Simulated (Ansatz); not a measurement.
Geometry optimisation, Ansatz, UKS PBE0/def2-SVP.

The input (input.yaml):

```yaml
crystal:
  periodic: [false, false, false]
  atoms:
    - { symbol: H, position_ang: [-0.760688, 1.239885, -0.360456] }
    - { symbol: C, position_ang: [0.450077, -0.715689, 0.207352] }
    - { symbol: Cl, position_ang: [-0.257163, -1.890943, -0.801754] }
    - { symbol: Cl, position_ang: [0.226586, -0.814663, 1.892694] }
    - { symbol: Cl, position_ang: [-1.041914, 2.44606, -0.797531] }
    - { symbol: H, position_ang: [1.383102, -0.264651, -0.140305] }
magnetization:
  spin_polarized: true
  initial_magnetization: 1
basis:
  gaussian: { orbitals: def2-SVP }
hamiltonian:
  xc: pbe0
relax:
  f_tol: 0.03
  max_steps: 50
output:
  orbitals: {}
```

Run as:

```bash
$ ansatz run input.yaml --threads 2 --pin off --max-ram 3072MiB --backend cpu --events-out ev --progress --plain --runs-dir out
```

Question: Where does it end, and by what steps?

Answer: It converged. After 5 steps the energy has fallen by 0.011 eV; Cl5 moved furthest, 0.13 Å.

| step | energy less start (eV) | largest force component (eV/Å) | accepted |
| --- | --- | --- | --- |
| 0 | 0.0000 | 0.580 | yes |
| 1 | -0.0083 | 0.130 | yes |
| 2 | -0.0102 | 0.171 | yes |
| 3 | -0.0100 | 0.214 | no |
| 4 | -0.0110 | 0.037 | yes |
| 5 | -0.0112 | 0.004 | yes |

```xyz
6
Properties=species:S:1:pos:R:3
H -0.720 1.154 -0.334
C 0.405 -0.668 0.196
Cl -0.260 -1.870 -0.808
Cl 0.221 -0.792 1.882
Cl -0.958 2.351 -0.772
H 1.312 -0.175 -0.164
```

Run time: 13 s on 2 threads of Arm Neoverse V2 (shared host), peak memory 0.22 GiB.
